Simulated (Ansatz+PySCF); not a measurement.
## Stretching triplet NH

The N–H distance is varied.

Basis set: 6-31G (spherical functions). Left uncorrelated: 1 orbital. Correlation on ROHF uses semicanonical orbitals with singles. Charge 0, multiplicity 3.

Computed with Ansatz (development build ahead of 0.2.0), each point on the determinant that the search for low states chose. Each curve is measured from its own lowest point listed.

```json
{"r(N–H) (Å)": "0.942", "ROHF-MP2 (eV)": "0.272", "UHF-CCSD (eV)": "0.307", "ROHF-CCSD(T) (eV)": "0.309"}
{"r(N–H) (Å)": "0.994", "ROHF-MP2 (eV)": "0.064", "UHF-CCSD (eV)": "0.083", "ROHF-CCSD(T) (eV)": "0.084"}
{"r(N–H) (Å)": "1.047", "ROHF-MP2 (eV)": "0.000", "UHF-CCSD (eV)": "0.000", "ROHF-CCSD(T) (eV)": "0.000"}
{"r(N–H) (Å)": "1.099", "ROHF-MP2 (eV)": "0.037", "UHF-CCSD (eV)": "0.016", "ROHF-CCSD(T) (eV)": "0.015"}
{"r(N–H) (Å)": "1.151", "ROHF-MP2 (eV)": "0.146", "UHF-CCSD (eV)": "0.100", "ROHF-CCSD(T) (eV)": "0.097"}
{"r(N–H) (Å)": "1.204", "ROHF-MP2 (eV)": "0.302", "UHF-CCSD (eV)": "0.229", "ROHF-CCSD(T) (eV)": "0.223"}
{"r(N–H) (Å)": "1.256", "ROHF-MP2 (eV)": "0.491", "UHF-CCSD (eV)": "0.385", "ROHF-CCSD(T) (eV)": "0.377"}
{"r(N–H) (Å)": "1.308", "ROHF-MP2 (eV)": "0.700", "UHF-CCSD (eV)": "0.558", "ROHF-CCSD(T) (eV)": "0.547"}
{"r(N–H) (Å)": "1.361", "ROHF-MP2 (eV)": "0.922", "UHF-CCSD (eV)": "0.737", "ROHF-CCSD(T) (eV)": "0.723"}
{"r(N–H) (Å)": "1.413", "ROHF-MP2 (eV)": "1.149", "UHF-CCSD (eV)": "0.917", "ROHF-CCSD(T) (eV)": "0.900"}
{"r(N–H) (Å)": "1.466", "ROHF-MP2 (eV)": "1.379", "UHF-CCSD (eV)": "1.093", "ROHF-CCSD(T) (eV)": "1.073"}
{"r(N–H) (Å)": "1.518", "ROHF-MP2 (eV)": "1.607", "UHF-CCSD (eV)": "1.263", "ROHF-CCSD(T) (eV)": "1.239"}
{"r(N–H) (Å)": "1.570", "ROHF-MP2 (eV)": "1.832", "UHF-CCSD (eV)": "1.423", "ROHF-CCSD(T) (eV)": "1.396"}
{"r(N–H) (Å)": "1.623", "ROHF-MP2 (eV)": "2.053", "UHF-CCSD (eV)": "1.572", "ROHF-CCSD(T) (eV)": "1.542"}
{"r(N–H) (Å)": "1.675", "ROHF-MP2 (eV)": "2.268", "UHF-CCSD (eV)": "1.709", "ROHF-CCSD(T) (eV)": "1.676"}
{"r(N–H) (Å)": "1.727", "ROHF-MP2 (eV)": "2.477", "UHF-CCSD (eV)": "1.834", "ROHF-CCSD(T) (eV)": "1.799"}
{"r(N–H) (Å)": "1.780", "ROHF-MP2 (eV)": "2.680", "UHF-CCSD (eV)": "1.947", "ROHF-CCSD(T) (eV)": "1.909"}
{"r(N–H) (Å)": "1.832", "ROHF-MP2 (eV)": "2.874", "UHF-CCSD (eV)": "2.047", "ROHF-CCSD(T) (eV)": "2.007"}
{"r(N–H) (Å)": "1.884", "ROHF-MP2 (eV)": "3.061", "UHF-CCSD (eV)": "2.134", "ROHF-CCSD(T) (eV)": "2.093"}
{"r(N–H) (Å)": "1.937", "ROHF-MP2 (eV)": "3.240", "UHF-CCSD (eV)": "2.210", "ROHF-CCSD(T) (eV)": "2.168"}
{"r(N–H) (Å)": "1.989", "ROHF-MP2 (eV)": "3.410", "UHF-CCSD (eV)": "2.275", "ROHF-CCSD(T) (eV)": "2.232"}
{"r(N–H) (Å)": "2.041", "ROHF-MP2 (eV)": "3.572", "UHF-CCSD (eV)": "2.331", "ROHF-CCSD(T) (eV)": "2.287"}
{"r(N–H) (Å)": "2.094", "ROHF-MP2 (eV)": "3.724", "UHF-CCSD (eV)": "2.377", "ROHF-CCSD(T) (eV)": "2.334"}
{"r(N–H) (Å)": "2.146", "ROHF-MP2 (eV)": "3.867", "UHF-CCSD (eV)": "2.415", "ROHF-CCSD(T) (eV)": "2.374"}
{"r(N–H) (Å)": "2.198", "ROHF-MP2 (eV)": "4.000", "UHF-CCSD (eV)": "2.447", "ROHF-CCSD(T) (eV)": "2.408"}
{"r(N–H) (Å)": "2.251", "ROHF-MP2 (eV)": "4.125", "UHF-CCSD (eV)": "2.472", "ROHF-CCSD(T) (eV)": "2.437"}
```

Problem. Give the PBE0 (unrestricted) curve at the same distances.

Solution.

```csv
r (Å),E (eV)
0.942,0.291
0.994,0.074
1.047,0.000
1.099,0.028
1.151,0.127
1.204,0.276
1.256,0.458
1.308,0.662
1.361,0.877
1.413,1.098
1.466,1.320
1.518,1.536
1.570,1.743
1.623,1.936
1.675,2.111
1.727,2.266
1.780,2.402
1.832,2.520
1.884,2.620
1.937,2.707
1.989,2.780
2.041,2.843
2.094,2.897
2.146,2.943
2.198,2.981
2.251,3.015
```

Caution for ROHF-MP2 at some points, UHF-CCSD at some points, ROHF-CCSD(T) at some points: bonds are stretched, where a single reference can fail; large amplitudes, a single reference is doubtful. Caution for ROHF-MP2 at some points, ROHF-CCSD(T) at some points: an unrestricted determinant lies well below. Caution for ROHF-MP2 at some points: forces differ strongly between restricted and unrestricted references; the program doubts this total. Caution for UHF-CCSD at some points, PBE0 (unrestricted) at some points: the unrestricted determinant is a mixture of spin states. Caution for ROHF-CCSD(T) at some points: the amplitudes may be one of several solutions. Caution for PBE0 (unrestricted) at some points: charge can spread falsely over distant fragments.
